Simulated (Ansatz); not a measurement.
Barrier from O (triplet) + CH4 (methane, SMILES C) to the saddle point below; all geometries are those of the HTBH38 set.
```
C
H 1 1.0831
H 1 1.0831 2 114.80
H 1 1.0837 2 114.40 3 135.17
H 1 1.3024 2 103.92 4 112.03
O 5 1.2016 4 144.82 1 180.00
```
Charge 0, spin multiplicity 3.

Total energies in hartree (Ansatz, a quantum-chemistry and plane-wave program). Radicals and triplets start from unrestricted determinants; spin-orbit coupling is neglected. Correlated methods leave the cores frozen. No relativity. The UHF reference of CH4O (saddle point or complex, triplet) is spin-contaminated (<S^2> up to 0.06 over the pure value in the sets run).

```csv
species,HF/aug-cc-pVTZ,CCSD(T)/aug-cc-pVTZ,HF/aug-cc-pVQZ,CCSD(T)/aug-cc-pVQZ,CCSD(T)/aug-cc-pVDZ,CCSDT(Q)/aug-cc-pVDZ
1: O (triplet),-74.81298,-74.97895,-74.81763,-74.99527,-74.92565,-74.92599
"2: CH4 (methane, SMILES C)",-40.21363,-40.44092,-40.21625,-40.45173,-40.39523,-40.39583
"3: CH4O (complex or saddle point, triplet)",-114.96985,-115.39645,-114.97690,-115.42406,-115.29623,-115.29788
```

**Question.** Work out the barrier height (electronic, no zero-point energy) in kJ/mol: take Hartree-Fock from aug-cc-pVQZ, extrapolate the CCSD(T) correlation energy as X^-3 (X = 3, 4), and add CCSDT(Q) - CCSD(T) in aug-cc-pVDZ. 1 hartree = 2625.5 kJ/mol.

**Answer.** 
Species 1: correlation (64·(-0.17764) - 27·(-0.16597))/37 = -0.18616; step -0.00034; E1 = -74.81763 + (-0.18616) + (-0.00034) = -75.00413
Species 2: correlation (64·(-0.23548) - 27·(-0.22729))/37 = -0.24146; step -0.00060; E2 = -40.21625 + (-0.24146) + (-0.00060) = -40.45831
Species 3: correlation (64·(-0.44716) - 27·(-0.42660))/37 = -0.46216; step -0.00165; E3 = -114.97690 + (-0.46216) + (-0.00165) = -115.44071
-1·E1 -1·E2 +1·E3 = 0.02173 hartree = 57.1 kJ/mol. Published benchmark value: 13.7 kcal/mol (Zhao et al., J. Phys. Chem. A 109, 2012 (2005), HTBH38), a best estimate, not a measurement. The composite differs from it by -0.3 kJ/mol; core, relativistic and spin-orbit terms are not in it.
